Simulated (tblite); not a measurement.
Species: 2-methylbutanenitrile, C5H9N.
SMILES with atom numbers: `[CH3:1][CH2:2][C@@H:3]([CH3:4])[C:5]#[N:6]` (hydrogens: H7, H8, H9 on C1; H10, H11 on C2; H12 on C3; H13, H14, H15 on C4)

Computed with GFN2-xTB (tblite), gas phase: nudged elastic band of 9 images (0 to 8), spring 0.2 eV/Å², climbing image at the end, force threshold 0.05 eV/Å. No saddle search or frequency run followed, so the top image need not be a first-order saddle, and its height can exceed the method's true barrier by a kcal/mol or more.

The band describes a rotation about C2–C3 (chain CH2 carbon, sp3 carbon next to a nitrile), followed by the dihedral C1–C2–C3–C5, from the optimised start (-64°) to a second optimised geometry at 60°.

**Question.** How does the energy change from image to image?

**Answer.** 
```json
{"image": "0", "dihedral (°)": "-64", "E (kcal/mol)": "0.00", "C2–C3 (Å)": "1.537", "C1···C5 (Å)": "2.98", "largest true force (eV/Å)": "0.01"}
{"image": "1", "dihedral (°)": "-49", "E (kcal/mol)": "0.39", "C2–C3 (Å)": "1.538", "C1···C5 (Å)": "2.87", "largest true force (eV/Å)": "0.03"}
{"image": "2", "dihedral (°)": "-34", "E (kcal/mol)": "1.48", "C2–C3 (Å)": "1.542", "C1···C5 (Å)": "2.78", "largest true force (eV/Å)": "0.05"}
{"image": "3", "dihedral (°)": "-18", "E (kcal/mol)": "2.66", "C2–C3 (Å)": "1.547", "C1···C5 (Å)": "2.72", "largest true force (eV/Å)": "0.04"}
{"image": "4", "dihedral (°)": "-2", "E (kcal/mol)": "3.28", "C2–C3 (Å)": "1.549", "C1···C5 (Å)": "2.70", "largest true force (eV/Å)": "0.03"}
{"image": "5", "dihedral (°)": "14", "E (kcal/mol)": "2.98", "C2–C3 (Å)": "1.548", "C1···C5 (Å)": "2.71", "largest true force (eV/Å)": "0.03"}
{"image": "6", "dihedral (°)": "30", "E (kcal/mol)": "2.00", "C2–C3 (Å)": "1.544", "C1···C5 (Å)": "2.76", "largest true force (eV/Å)": "0.04"}
{"image": "7", "dihedral (°)": "46", "E (kcal/mol)": "1.04", "C2–C3 (Å)": "1.540", "C1···C5 (Å)": "2.85", "largest true force (eV/Å)": "0.04"}
{"image": "8", "dihedral (°)": "60", "E (kcal/mol)": "0.67", "C2–C3 (Å)": "1.540", "C1···C5 (Å)": "2.98", "largest true force (eV/Å)": "0.01"}
```

Barriers of this band. The top is image 4 at -2°: 3.28 kcal/mol forward and 2.61 kcal/mol back; the end lies 0.67 kcal/mol above the start. The central bond is 0.012 Å longer at the top than at the start.

**Question.** What rate follows at 350 K for crossing this barrier forward?

**Answer.** Taking the electronic barrier for the free energy of activation (no zero-point or entropy terms, transmission 1), rate = (kT/h)·exp(−ΔE/kT) ≈ 7 × 10^10 s⁻¹, whose inverse is 2 × 10^-11 s. An error of 1 kcal/mol in the barrier changes this by a factor of 4, and the method and the loose band can each miss by that much or more.

**Question.** How would the two end points share their population at 350 K, from these energies alone?

**Answer.** exp(−ΔE/kT) with ΔE = 0.029 eV gives 0.38 for the higher one (end) against 1 for the lower, without vibrational, rotational or degeneracy terms. GFN2-xTB can put conformers this close in the wrong order.

What follows is the cost of the whole band run. The run took about 9 s of CPU time (one thread, shared machine).
